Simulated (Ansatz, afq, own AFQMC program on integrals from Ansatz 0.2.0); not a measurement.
## N, quartet: AFQMC among the cluster methods

A free N atom.

Basis def2-TZVP. Only valence electrons are correlated. Integrals, coupled cluster, full CI and functionals: Ansatz 0.2.0; the random walks run on the same integrals in our own AFQMC program. ph-AFQMC/CISD is guided by a CISD state made of CCSD amplitudes; releasing the constraint for a short imaginary time cuts its bias at the price of noise, slowly where states lie close. Free projection: walkers drawn from exp(T), propagated without any constraint. Its projection time is finite, and what remains of the start isn't in its error. ± is one standard error of the sampling.

Determinant: UHF, the one that the program's search chose, which needn't be the lowest solution.

Full CI on the same integrals is exact in this basis and with this determinant's frozen core.

```
T1 diagnostic                               : 0.0063
weight of the determinant in the CISD state : 0.964
⟨S²⟩ of the determinant                     : 3.758
size of the correlated space                : 5 electrons in 30 orbitals
```

Q: Estimate: order these by the size of their error in total energy against full CI, smallest first.
A. MP2
B. CCSD(T)
C. free-projection AFQMC
D. CCSD

A: C (0.1 ± 0.07 kJ/mol), B (1.0 kJ/mol), D (6.9 kJ/mol), A (49.1 kJ/mol).

Reference: full CI, correlation energy -3.091 eV.

Free projections are given only where their last times agree within the noise and don't stop above the reference; a slow remainder of the start can still hide under it. A walk keeps the symmetry of its determinant, which the program's search chose and which needn't be the lowest solution, so a lower state of the same spin and another symmetry isn't excluded.
